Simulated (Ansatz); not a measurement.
Program: Ansatz. Geometries: PBE0-D4/def2-TZVP. ΔE: electronic, gas phase. CCSD(T)/CBS adds triple-zeta CCSD(T) − MP2 to the extrapolated MP2 energy (def2 sets, frozen cores). This one scheme is used for every species, atoms too. DFT in def2-TZVPP. Open shells (•) are unrestricted, without spin–orbit coupling. Spin–orbit coupling would lower the free atoms: a little for C, F, O. Each species was taken in one conformer, which may not be the lowest.

Reaction (atomization): `OC(F)F` → C• + 2 F• + 2 H• + O•

`OC(F)F`:

Z-matrix (Å, degrees):
```
C
F 1 1.355
F 1 1.355 2 105.7
O 1 1.346 2 111.4 3 -121.2
H 1 1.091 2 109.4 3 117.7
H 4 0.966 1 108.8 2 58.9
```

Problem. What is ΔE at CCSD(T)/CBS? (An estimate is asked.)

Solution. The calculation gave: +23.96 eV.

Problem. What do these levels give: revPBE-D4, r2SCAN-D4, BHLYP-D4, PBE-QIDH, LC-ωPBE, HF/def2-QZVPP? (Best estimate.)

Solution. The calculation gave: revPBE-D4 23.92, r2SCAN-D4 24.03, BHLYP-D4 22.48, PBE-QIDH 23.66, LC-ωPBE 24.06, HF/def2-QZVPP 16.15 eV.

Largest T1 diagnostic among the species: 0.012.

From BLYP to BHLYP (50 % exact exchange), in def2-TZVPP and without D4, ΔE moves by −1.49 eV: exact exchange takes away binding that semilocal exchange gives to molecules. At CCSD(T), def2-SVP lies −1.35 eV from the extrapolated value and def2-TZVPP −0.70 eV: correlation converges slowly with the basis, and small sets miss more of it in the bonded molecule than in its fragments. The D4 term adds +0.10 eV with B3LYP and +0.05 eV with PBE0; it sums over pairs of atoms, weighted by their polarisabilities, and B3LYP, whose exchange is more repulsive, gets the larger term.

B3LYP here is the variant with VWN-RPA as its local correlation; programs differ in this.

For atomizations the MP2-based limit and the directly extrapolated one differ by several kJ/mol either way, and by 10 to 25 for some Ge, Se and Sn compounds, so smaller differences from it don't rank the levels.
